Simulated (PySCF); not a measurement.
Gas-phase reaction: 6 SiCl2F2 + Si → 4 SiCl3 + 3 SiF4

Method: PySCF energies (xtb for GFN2) plus ideal-gas RRHO corrections (1 bar). † marks an energy on the PBE0/def2-TZVP geometry and frequencies; other levels use their own. CCSD(T) freezes the core. 6-31G* has spherical d functions here. Open shells (unrestricted): Si (multiplicity 3, electronic degeneracy 9), SiCl3 (multiplicity 2); the rest are closed-shell singlets. GFN2 has no spin-polarisation term. Spin-orbit splitting is ignored; it lowers the true energy and changes the entropy of Si. B3LYP is the form with VWN-RPA correlation. CCSD(T) isn't extrapolated to the basis-set limit; its ΔH°(298 K) is 260.1 kJ in def2-SVP and 232.3 kJ in def2-TZVPP. The harmonic model lacks anharmonicity and excited electronic states, which grow with temperature; levels with a mode under 35 cm⁻¹ are left out.

```json
[
 {"level": "B3LYP/6-31G*", "ΔE electronic, kJ": "213", "ΔH°(298 K), kJ": "208", "ΔS°(298 K), J/K": "28", "ΔG°(1400 K), kJ": "180"},
 {"level": "CCSD(T)/def2-SVP†", "ΔE electronic, kJ": "264", "ΔH°(298 K), kJ": "260", "ΔS°(298 K), J/K": "25", "ΔG°(1400 K), kJ": "237"},
 {"level": "CCSD(T)/def2-TZVPP†", "ΔE electronic, kJ": "237", "ΔH°(298 K), kJ": "232", "ΔS°(298 K), J/K": "25", "ΔG°(1400 K), kJ": "209"},
 {"level": "GFN2-xTB", "ΔE electronic, kJ": "60", "ΔH°(298 K), kJ": "59", "ΔS°(298 K), J/K": "24", "ΔG°(1400 K), kJ": "40"},
 {"level": "HF/def2-TZVP†", "ΔE electronic, kJ": "176", "ΔH°(298 K), kJ": "172", "ΔS°(298 K), J/K": "25", "ΔG°(1400 K), kJ": "149"},
 {"level": "PBE/def2-SVP", "ΔE electronic, kJ": "176", "ΔH°(298 K), kJ": "171", "ΔS°(298 K), J/K": "26", "ΔG°(1400 K), kJ": "145"},
 {"level": "PBE0/def2-QZVP†", "ΔE electronic, kJ": "166", "ΔH°(298 K), kJ": "162", "ΔS°(298 K), J/K": "25", "ΔG°(1400 K), kJ": "139"},
 {"level": "PBE0/def2-SVP†", "ΔE electronic, kJ": "199", "ΔH°(298 K), kJ": "195", "ΔS°(298 K), J/K": "25", "ΔG°(1400 K), kJ": "172"},
 {"level": "ωB97X-V/def2-TZVP†", "ΔE electronic, kJ": "235", "ΔH°(298 K), kJ": "230", "ΔS°(298 K), J/K": "25", "ΔG°(1400 K), kJ": "208"}
]
```
ΔH° is lowest at GFN2-xTB and highest at CCSD(T)/def2-SVP†. No reference value is set beside these.
